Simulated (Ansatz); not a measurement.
**CH7Si2 radical: a ladder of functionals and wavefunction methods**

An exercise on one series of results from a longer session: the logs are not shown, and one member is left open.

The runs use Ansatz 0.2.0, Gaussian basis; functionals in def2-TZVPP, the program's frozen cores in correlated methods.

Levels to be run: LDA (SPW92), PBE-D4, revPBE-D4, BLYP-D4, r2SCAN-D4, B97M-V, PBE0-D4, B3LYP-D4, r2SCANh-D4, r2SCAN0-D4, HSE06-D4, BHLYP-D4, CAM-B3LYP-D4, LC-ωPBE, ωB97X-V, ωB97M-V, B2PLYP, PBE-QIDH; CCSD(T)/def2-SVP; CCSD(T)/def2-TZVPP; MP2/def2-QZVPP; extrapolation to the limit; RPA on PBE.

### The geometry

The geometry comes from an earlier relaxation with PBE0-D4 in a triple-zeta def2 set; it is a stationary point, not always the lowest conformer.

SMILES `C[SiH][SiH3]`, 10 atoms, charge 0, spin multiplicity 2.

Atoms are counted from 1 here; the program's logs count them from 0.

Bond lengths: C1–Si2 1.880 Å, C1–H4 1.094 Å, C1–H5 1.092 Å, C1–H6 1.092 Å, Si2–Si3 2.327 Å, Si2–H7 1.493 Å, Si3–H8 1.489 Å, Si3–H9 1.492 Å, Si3–H10 1.487 Å. Angles: Si2–C1–H4 110.6°, Si2–C1–H5 110.8°, Si2–C1–H6 110.7°, H4–C1–H5 108.2°, H4–C1–H6 108.1°, H5–C1–H6 108.3°, C1–Si2–Si3 115.0°, C1–Si2–H7 110.9°, Si3–Si2–H7 112.3°, Si2–Si3–H8 109.2°, Si2–Si3–H9 113.3°, Si2–Si3–H10 109.5°, H8–Si3–H9 107.7°, H8–Si3–H10 108.7°, H9–Si3–H10 108.2°.

The first run:

Input file in.yaml:

```yaml
crystal:
  periodic: [false, false, false]
  atoms:
    - {symbol: C, position_ang: [-1.416056, 0.627999, -0.848497]}
    - {symbol: Si, position_ang: [0.344764, -0.027984, -0.910070]}
    - {symbol: Si, position_ang: [1.168272, -0.829192, 1.113135]}
    - {symbol: H, position_ang: [-1.470730, 1.528196, -0.229088]}
    - {symbol: H, position_ang: [-2.093347, -0.117365, -0.427402]}
    - {symbol: H, position_ang: [-1.767501, 0.884249, -1.850132]}
    - {symbol: H, position_ang: [1.261307, 0.968065, -1.538956]}
    - {symbol: H, position_ang: [0.289117, -1.927558, 1.599915]}
    - {symbol: H, position_ang: [1.227606, 0.211747, 2.180791]}
    - {symbol: H, position_ang: [2.539666, -1.369260, 0.913106]}
basis:
  gaussian: {orbitals: def2-TZVPP}
magnetization: {spin_polarized: true, initial_magnetization: 1}
hamiltonian: {xc: lda}
output: {orbitals: {seedname: orbitals}}
```

Command:

```console
> ansatz run in.yaml --threads 4 --pin off --events-out ev --progress --plain --max-ram 10444MiB
```

Steps of the session up to this table: LDA; PBE-D4 (GGA); revPBE-D4 (GGA); BLYP-D4 (GGA); r2SCAN-D4 (meta-GGA); B97M-V (meta-GGA); PBE0-D4 (hybrid); B3LYP-D4 (hybrid); r2SCANh-D4 (hybrid); r2SCAN0-D4 (hybrid); HSE06-D4 (hybrid); BHLYP-D4 (hybrid); CAM-B3LYP-D4 (range-separated); LC-ωPBE (range-separated); ωB97X-V (range-separated); ωB97M-V (range-separated); B2PLYP (double hybrid); PBE-QIDH (double hybrid).

One of the session's tables, all rows but one given; the rest of the session is left out.

It belongs to the step «Frontier levels by functional». 

| functional | HOMO (eV) | LUMO (eV) | gap (eV) |
| --- | --- | --- | --- |
| LDA (SPW92) | -4.72 | -3.62 | 1.10 |
| PBE-D4 | -4.78 | -3.21 | 1.57 |
| revPBE-D4 | -4.77 | -3.07 | 1.70 |
| BLYP-D4 | -4.54 | -3.21 | 1.33 |
| r2SCAN-D4 | -5.11 | -2.78 | 2.33 |
| B97M-V | -4.87 | -3.40 | 1.48 |
| PBE0-D4 | -5.82 | -2.30 | 3.51 |
| B3LYP-D4 | -5.52 | -2.67 | 2.85 |
| r2SCANh-D4 | -5.49 | -2.48 | 3.00 |
| r2SCAN0-D4 | -6.06 | -2.05 | 4.01 |
| HSE06-D4 | -5.42 | -2.69 | 2.74 |
| BHLYP-D4 | ? | ? | ? |
| CAM-B3LYP-D4 | -6.95 | -1.40 | 5.55 |
| LC-ωPBE | -8.38 | -0.02 | 8.36 |
| ωB97X-V | -7.86 | -0.56 | 7.31 |
| ωB97M-V | -7.52 | -0.71 | 6.81 |

**Question.** Estimate the row for BHLYP-D4.

Worked estimate for «HOMO (eV)». Against the share of exact exchange, BLYP-D4 (0, -4.54), B3LYP-D4 (0.2, -5.52) give a slope of -4.90 per unit share; at 0.5 the line stands at -6.99.

**Answer.** HOMO (eV): -6.64; LUMO (eV): -1.50; gap (eV): 5.14. In «HOMO (eV)» the line misses by -0.35.
